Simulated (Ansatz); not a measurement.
Geometry optimisation, RKS r2SCAN-D4/6-31G (Ansatz 0.2.0).

Input:

```yaml
crystal:
  periodic: [false, false, false]
  atoms:
    - { symbol: Li, position_ang: [-2.06988, 0.04716, 0.62381] }
    - { symbol: "N", position_ang: [-0.56019, -0.44727, -0.01157] }
    - { symbol: Mg, position_ang: [1.24598, 0.07681, 0.00538] }
    - { symbol: H, position_ang: [-0.63403, -1.2208, -0.68316] }
    - { symbol: H, position_ang: [2.01813, 1.5441, 0.06554] }
basis:
  gaussian: { orbitals: "6-31G" }
hamiltonian:
  xc: r2scan
  dispersion: d4
relax:
  f_tol: 0.02
  max_steps: 40
scf:
  lower_state_search: "off"
```

Run as:

```bash
$ ansatz run input.yaml --threads 1 --pin off --max-ram 2048MiB --backend cpu --events-out ev --progress --plain --runs-dir out
```

Task: Where does it end, and by what steps?

Result: It converged. Limits of this set-up: no polarisation functions. After 6 steps the energy has fallen by 0.410 eV; Mg3 moved furthest, 0.42 Å.

| step | energy less start (eV) | largest force component (eV/Å) | accepted |
| --- | --- | --- | --- |
| 0 | 0.0000 | 0.851 | yes |
| 1 | -0.2819 | 0.498 | yes |
| 2 | -0.3901 | 0.394 | yes |
| 3 | -0.3786 | 0.981 | no |
| 4 | -0.4078 | 0.053 | yes |
| 5 | -0.4099 | 0.035 | yes |
| 6 | -0.4102 | 0.013 | yes |

```xyz
5
Properties=species:S:1:pos:R:3
Li -2.120 -0.009 0.668
N -0.612 -0.519 -0.115
Mg 1.029 0.430 -0.070
H -0.676 -1.407 -0.630
H 2.379 1.506 0.147
```

Run time: 11 s on 1 CPU thread of a shared host.
